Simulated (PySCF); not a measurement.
# `C=C[S-]`: 4 charge schemes on one density

Species: C2H3S (charge -1).
Numbering: `[CH2:1]=[CH:2][S-:3]` (hydrogens: H4, H5 on C1; H6 on C2)

Geometry (GFN2-xTB, Å), atoms numbered from 1 in this order:
```
atom  x, y, z in Å
C1    -0.7290   -0.1293   -0.0328
C2     0.5629    0.2214    0.0181
S3     1.9087   -0.8237    0.0809
H4    -1.0324   -1.1646   -0.0386
H5    -1.5194    0.6112   -0.0708
H6     0.8123    1.2871    0.0217
```

Density: PBE0/pcSseg-1 (PySCF); schemes: Mulliken, IAO, Hirshfeld and ESP-fitted. Geometry: GFN2-xTB; no solvent, vibrations or thermal averaging. The pcSseg-1 basis has no diffuse functions, a weakness for an anion. The HOMO energy is positive at this level (+0.34 eV), so the outermost electrons may be held by the finite basis alone.

**Question.** Tabulate the Mulliken, IAO, Hirshfeld and ESP-fitted charges.

**Answer.** In e:

```csv
atom,environment,Mulliken,IAO,Hirshfeld,ESP-fitted
C1,carbon bonded to C and 2 H,-0.268,-0.471,-0.240,-0.583
C2,alkene CH carbon,-0.264,-0.223,-0.121,+0.001
S3,sulfur bonded to C,-0.603,-0.609,-0.603,-0.759
H4,hydrogen on C1,+0.047,+0.113,-0.011,+0.154
H5,hydrogen on C1,+0.028,+0.091,-0.018,+0.100
H6,vinylic hydrogen,+0.060,+0.098,-0.006,+0.086
```

Mean size of the charges over all atoms: ESP-fitted 0.281 e, IAO 0.268 e, Mulliken 0.212 e, Hirshfeld 0.167 e. Each set sums to the total charge, -1, to within 0.001 e. The IAO scheme projects the occupied orbitals on a minimal set of polarised atomic orbitals and counts the electrons in each atom's part of it.

Lowest charge. All schemes agree: Mulliken S3 (-0.603); IAO S3 (-0.609); Hirshfeld S3 (-0.603); ESP-fitted S3 (-0.759).

Highest charge. The schemes don't all agree: Mulliken H6 (+0.060); IAO H4 (+0.113); Hirshfeld H6 (-0.006); ESP-fitted H4 (+0.154).

**Question.** Sum the charges by element, for elements with more than one atom.

**Answer.** 
```json
{"element": "C", "atoms": "2", "Mulliken": "-0.532", "IAO": "-0.694", "Hirshfeld": "-0.361", "ESP-fitted": "-0.582"}
{"element": "H", "atoms": "3", "Mulliken": "+0.135", "IAO": "+0.302", "Hirshfeld": "-0.036", "ESP-fitted": "+0.341"}
```

**Question.** How closely do the schemes follow one another over all atoms?

**Answer.** Correlation coefficient and root-mean-square difference: Mulliken with Hirshfeld 0.96, 0.072 e; IAO with ESP-fitted 0.96, 0.120 e; Mulliken with IAO 0.96, 0.094 e; Hirshfeld with ESP-fitted 0.92, 0.186 e; IAO with Hirshfeld 0.91, 0.130 e; Mulliken with ESP-fitted 0.89, 0.188 e.

**Question.** How many electrons does the Mulliken scheme count on S3?

**Answer.** Z − q = 16 − (-0.603) = 16.603.
